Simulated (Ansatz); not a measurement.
# Worked example: H2Al–AlH2, singlet against H2Al–AlH2, triplet

Geometry (PBE0/def2-TZVP stationary point of a triplet), kept for both states (H2Al–AlH2, triplet: B3u; H2Al–AlH2, singlet: Ag):

```xyz
6

Al    0.0000    0.0000   -1.3006
Al    0.0000    0.0000    1.3006
H     0.0000    1.4653   -1.8929
H     0.0000   -1.4653   -1.8929
H     0.0000    1.4653    1.8929
H     0.0000   -1.4653    1.8929
```

Basis cc-pVDZ; Ansatz 0.2.0. Only valence electrons are correlated (noble-gas cores frozen). Prefix R: restricted or restricted open-shell reference; prefix U: unrestricted.

Full CI isn't at hand for all of this; UCCSDT(Q) serves as the reference, and is uncertain by the last step of the cluster series or more.

```tsv
level	E(H2Al–AlH2, triplet) (hartree)	E(H2Al–AlH2, singlet) (hartree)
UHF	-486.061751	-486.104344
UMP2	-486.185209	-486.238262
UCCSD(T)	-486.228846	-486.283078
PBE	-486.853466	-486.896285
r2SCAN	-487.084093	-487.124182
UCCSDT(Q)	-486.230231	-486.284138
```

Task: Give the vertical gap, H2Al–AlH2 singlet less H2Al–AlH2 triplet, at each level in eV (1 hartree = 27.2114 eV), and each error against UCCSDT(Q).

Result: UCCSDT(Q): (-486.284138 − (-486.230231)) × 27.2114 = -1.467 eV (the reference)
r2SCAN: (-487.124182 − (-487.084093)) × 27.2114 = -1.091 eV, error 0.376 eV
PBE: (-486.896285 − (-486.853466)) × 27.2114 = -1.165 eV, error 0.302 eV
UCCSD(T): (-486.283078 − (-486.228846)) × 27.2114 = -1.476 eV, error -0.009 eV
UMP2: (-486.238262 − (-486.185209)) × 27.2114 = -1.444 eV, error 0.023 eV
UHF: (-486.104344 − (-486.061751)) × 27.2114 = -1.159 eV, error 0.308 eV

Total energies of functionals can't be set beside those of wave-function methods, since they hold the core's correlation and their own absolute errors; only the differences compare.

In so small a basis the reference is far from its limit while semilocal and hybrid functionals are nearer theirs, so the functionals' errors here hold much of the reference's basis and frozen-core error, which can add to them or hide them.

Each level lands on the state that its own search finds. T1 diagnostics of restricted CCSD: 0.021 and 0.011.
